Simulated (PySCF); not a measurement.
LiF and its ions

r²SCAN; Li cc-pVDZ, F cc-pVDZ; no relativity (PySCF 2.14). Neutral (UKS): singlet (closed shell), Re = 1.588 Å, ωe = 965 cm⁻¹, De = 5.72 eV, HOMO -6.05 eV, LUMO -0.92 eV.

LiF⁺ (UKS): doublet (π ↑), Re = 2.123 Å, ωe = 274 cm⁻¹, De = 0.42 eV to Li⁺ + F. The energies at the minima are -107.37514 hartree for LiF and -106.98264 for LiF⁺.

Work out the adiabatic ionisation energy, without and with harmonic zero-point energies (1 hartree = 27.2114 eV, 1 eV = 8065.5 cm⁻¹), and the change of the bond length.

At r²SCAN: 0.39250 hartree = 10.680 eV between the minima; the zero-point term (274.0 − 965.0)/2 cm⁻¹ = -0.043 eV makes it 10.638 eV. Re changes by +53.5 pm against the neutral. Minus the HOMO energy is 6.05 eV, -4.63 eV from the value between the minima; self-interaction puts the Kohn–Sham level too high, less so with exact exchange. The electron leaves a π orbital, and the ion is left as a loose complex of an ion and an atom.

Weak bonds: LiF⁺. Basis-set superposition, not corrected here, can be much of De in a small basis, most of all at correlated wavefunction levels. For an ion De counts to the pair picked by the measured ionisation energies or electron affinities, which need not be the lowest pair at this level. States were picked by a PBE0 search and need not be the measured ground states.
